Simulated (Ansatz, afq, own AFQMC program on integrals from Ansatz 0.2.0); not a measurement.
## CHB, quintet in cc-pVDZ, levels against CCSDTQ

```xyz
3

B     0.0000    0.0000    0.0901
C     0.0000    0.0000   -1.3588
H     0.0000    0.0000    1.2688
```

Connectivity, by distances: BH–C.

Basis cc-pVDZ. Only valence electrons are correlated. Ansatz 0.2.0 and our own AFQMC program on the same integrals; the CISD trial comes from CCSD amplitudes, and released means the phaseless constraint is let go. Error bars are statistical, one sigma.

Determinant: UHF, the one that the program's search chose, which needn't be the lowest solution. The geometry is a PBE0/def2-TZVP stationary point of this or a neighbouring charge and spin state.

No full CI on the walks' own integrals is used here; CCSDTQ serves as the reference and is uncertain by about the last step of the cluster series.

Cautions: another spin lies lower (by 3.71 eV).

- T1 diagnostic: 0.0218
- weight of the determinant in the CISD state: 0.923
- ⟨S²⟩ of the determinant: 6.016
- size of the correlated space: 8 electrons in 31 orbitals

Reference: CCSDTQ, correlation energy -3.826 eV. The released energy is read at 2.40 1/Eh (meV from the phaseless value at times in 1/Eh: -0.9 ± 1.3 at 0.24, -1.5 ± 0.9 at 0.51, -1.2 ± 0.7 at 0.99, -4.4 ± 1.0 at 1.62, -3.2 ± 1.4 at 2.40).

```tsv
level	E − E(reference) (kJ/mol)	share of correlation (%)
HF	369.1	0.00
MP2	84.8	77.03
CCSD	10.5	97.17
CCSD(T)	2.5	99.32
CCSDT	0.4	99.89
CCSDT(Q)	0.1	99.98
ph-AFQMC/CISD	0.3 ± 0.1	99.91
released AFQMC	0.0 ± 0.1	99.99
```

CCSDT and higher add their correlation energy to the determinant of the CCSD(T) run, since their own runs factorise the integrals more tightly (a shift of under 2 meV). A walk keeps the symmetry of its determinant, which the program's search chose and which needn't be the lowest solution, so a lower state of the same spin and another symmetry isn't excluded. Released energies are given only where the last usable release times agree within the noise; a slower fall can still hide under it.
